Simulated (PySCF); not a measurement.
Thiopropynal, C3H2S.
InChI=1S/C3H2S/c1-2-3-4/h1,3H

The calculation used BHandHLYP/6-31+G* geometry optimisation, gas phase (PySCF).

Masses are those of the commonest isotopes; rigid-rotor values at the optimised geometry. 

**Question.** Give the principal moments of inertia and the rotational constants in MHz.

**Answer.** Ia = 11.44, Ib = 162.71, Ic = 174.15 u·Å²; 505379 MHz·u·Å²/I gives A = 44167, B = 3106, C = 2902 MHz.

**Question.** What kind of rotor is it?

**Answer.** A near-prolate asymmetric top: κ = (2 × 3106 − 44167 − 2902)/(44167 − 2902) = -0.99.

**Question.** Is it planar, by Δ = Ic − Ia − Ib?

**Answer.** Planar: Δ = Ic − Ia − Ib = 0.00 u·Å². For a rigid frame Δ = −2 Σ m c², so it vanishes when all atoms lie in the ab plane; here none is more than 0.01 Å from it.

**Question.** Give the coordinates in the principal-axis frame, origin at the centre of mass.

**Answer.** The sense of each axis is arbitrary; atoms in the order of the calculation.
```tsv
atom	mass (u)	a (Å)	b (Å)	c (Å)
C1	12.000	2.367	-0.300	0.000
C2	12.000	1.243	0.124	0.000
C3	12.000	-0.067	0.657	0.000
S4	31.972	-1.432	-0.213	0.000
H5	1.008	3.352	-0.694	0.002
H6	1.008	-0.116	1.740	0.000
```

**Question.** Predict some low-J microwave lines.

**Answer.** The dipole components are |μa| = 2.30 D, |μb| = 0.77 D, |μc| = 0.00 D; the mirror of this Cs structure is the ab plane, so μc vanishes by symmetry and there are no c-type lines. Intensities carry the squares of the components, which stand as 1.00 : 0.11 (a : b). Some lines, for components of 0.1 D or more:

| type | branch | J(Ka,Kc) | MHz | lower level (cm⁻¹) |
| --- | --- | --- | --- | --- |
| a | R | 1(0,1) ← 0(0,0) | 6008 | 0.000 |
| a | R | 2(0,2) ← 1(0,1) | 12015 | 0.200 |
| a | R | 3(1,3) ← 2(1,2) | 17718 | 1.964 |
| a | R | 3(2,2) ← 2(2,1) | 18024 | 6.093 |
| a | R | 3(2,1) ← 2(2,0) | 18027 | 6.093 |
| a | R | 4(1,4) ← 3(1,3) | 23623 | 2.555 |
| a | R | 4(3,2) ← 3(3,1) | 24034 | 13.560 |
| a | R | 4(2,2) ← 3(2,1) | 24039 | 6.695 |
| a | R | 4(1,3) ← 3(1,2) | 24439 | 2.596 |
| b | Q | 1(1,0) ← 1(0,1) | 41265 | 0.200 |
| b | Q | 2(1,1) ← 2(0,2) | 41470 | 0.601 |
| b | Q | 3(1,2) ← 3(0,3) | 41778 | 1.202 |
| b | R | 1(1,1) ← 0(0,0) | 47069 | 0.000 |
| b | Q | 4(2,2) ← 4(1,3) | 122481 | 3.411 |
| b | Q | 3(2,2) ← 3(1,3) | 124101 | 2.555 |
| b | Q | 4(2,3) ← 4(1,4) | 124510 | 3.343 |
| b | R | 2(2,0) ← 1(1,1) | 135607 | 1.570 |
| b | R | 3(2,1) ← 2(1,2) | 141822 | 1.964 |
| b | R | 4(2,3) ← 3(1,2) | 146908 | 2.596 |
| b | R | 3(3,0) ← 2(2,1) | 223838 | 6.093 |
| b | Q | 4(4,0) ← 4(3,1) | 288138 | 14.362 |
| b | Q | 4(4,1) ← 4(3,2) | 288138 | 14.362 |

Stationary, but not proved a minimum. Zero-point vibration and centrifugal distortion are left out.
